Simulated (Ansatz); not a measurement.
# CH6N: the cost of one run

Method: UKS LDA/def2-SVP, in Ansatz 0.2.0.

### 1 The starting structure

Bond lengths: C2–H4 1.077 Å, C2–H5 1.077 Å, C2–H6 1.076 Å, N3–H7 1.017 Å, N3–H8 1.017 Å. Angles: H4–C2–H5 113.9°, H4–C2–H6 113.9°, H5–C2–H6 113.9°, H7–N3–H8 106.9°.

Structure file:

```xyz
8

H     0.1851   -0.2700   -0.0063
C    -0.5538    0.5688   -0.8356
N     0.8535   -0.9827    0.9113
H    -0.1150    1.5451   -0.7166
H    -1.5674    0.5004   -0.4786
H    -0.4062    0.1406   -1.8116
H     1.4649   -0.2925    1.3393
H     0.1389   -1.2097    1.5981
```

### 2 Run 1

150 steps of 0.5 fs at constant energy, with velocities drawn for 100 K.

Input file input.yaml:

```yaml
crystal:
  periodic: [false, false, false]
  atoms:
    - { symbol: H, position_ang: [0.1851, -0.27, -0.0063] }
    - { symbol: C, position_ang: [-0.5538, 0.5688, -0.8356] }
    - { symbol: "N", position_ang: [0.8535, -0.9827, 0.9113] }
    - { symbol: H, position_ang: [-0.115, 1.5451, -0.7166] }
    - { symbol: H, position_ang: [-1.5674, 0.5004, -0.4786] }
    - { symbol: H, position_ang: [-0.4062, 0.1406, -1.8116] }
    - { symbol: H, position_ang: [1.4649, -0.2925, 1.3393] }
    - { symbol: H, position_ang: [0.1389, -1.2097, 1.5981] }
magnetization:
  spin_polarized: true
  initial_magnetization: 1
basis:
  gaussian: { orbitals: def2-SVP }
hamiltonian:
  xc: lda
md:
  timestep: 0.5
  n_steps: 150
  ensemble: nve
  temperature: 100.0
  initial_velocities: maxwell_boltzmann
  seed: 406373
```

Command:

```sh
ansatz run input.yaml --threads 1 --pin off --max-ram 2048MiB --backend cpu --events-out ev --progress --plain --runs-dir out
```

What time and memory should one allow on 1 thread of Arm Neoverse N1, shared host?

About 3.2 min, with a peak of 0.11 GiB.
